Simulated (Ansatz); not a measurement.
Relaxation of H₆OSi₂ (9 atoms, charge 0, multiplicity 1), to a largest force component of 0.02 eV/Å in at most 40 steps.

These are results of RKS PBE-D4/6-31G* in Ansatz 0.2.0, not measurements.

```xyz
9
Properties=species:S:1:pos:R:3
Si 0.000 0.000 0.000
H 0.000 0.000 1.460
H 1.377 0.000 -0.486
H -0.688 1.191 -0.486
O -0.791 -1.371 -0.559
Si -1.673 -2.433 0.398
H -1.263 -2.287 1.792
H -3.096 -2.132 0.276
H -1.426 -3.804 -0.040
```

Q: Where does it end, and by what steps?

A: The run converged. The force dipped under the threshold on the way, but the program's further checks kept it going. After 13 steps the energy has fallen by 0.138 eV; O5 moved furthest, 0.56 Å.

```csv
step,energy less start (eV),largest force component (eV/Å),accepted
0,0.0000,0.826,yes
1,-0.0962,0.255,yes
2,-0.1131,0.249,yes
3,-0.1293,0.075,yes
4,-0.1276,0.340,no
5,-0.1315,0.036,yes
6,-0.1335,0.088,yes
7,-0.1335,0.068,yes
8,-0.1360,0.006,yes
9,-0.1370,0.060,yes
10,-0.1377,0.052,yes
11,-0.1380,0.002,yes
12,-0.1381,0.029,yes
13,-0.1383,0.016,yes
```

```xyz
9
Properties=species:S:1:pos:R:3
Si 0.074 0.035 0.029
H 0.381 0.341 1.469
H 1.317 0.192 -0.789
H -0.964 1.009 -0.451
O -0.457 -1.537 -0.146
Si -1.696 -2.493 0.432
H -1.651 -2.583 1.932
H -3.035 -1.941 0.030
H -1.530 -3.860 -0.151
```

The run took 27 s on 1 thread of Arm Neoverse V1 (shared host), peak memory 0.12 GiB.
